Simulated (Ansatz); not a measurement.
System: pyrite RuS2. Method: PBEsol (plane waves, PAW; Ansatz, a quantum-chemistry and plane-wave program).

Numerical settings: plane-wave cutoff 520 eV, 6×6×6 k mesh, Fermi–Dirac smearing 0.01 eV, no spin polarisation, scalar-relativistic PAW data made under PBE.

Computed at the level's own relaxed cell.

Question: Estimate the band gap, lattice parameter a, pressure derivative B′ of the bulk modulus and volume per atom that the calculation returns.

Answer: 
- band gap = 0.48 eV
- lattice parameter a = 5.580 Å
- pressure derivative B′ of the bulk modulus = 4.8
- volume per atom = 14.48 Å³/atom

Measured, for comparison: lattice constant a 5.61 Å, equilibrium volume per atom 14.71 Å³/atom (temperature not stated, no zero-point or thermal correction; as tabulated in Wikipedia's data pages). Computed (rounded) less measured: lattice constant a -0.5 %, equilibrium volume per atom -1.6 %. A static lattice is as a rule a little smaller and stiffer than an uncorrected measurement, which narrows the difference in the lattice constant a, equilibrium volume per atom and would widen misses of the other sign.

Note: the bulk modulus comes from volumes at which shape and atoms were relaxed.

Spin–orbit coupling is not included.

Computing time: roughly 8 core-minutes.
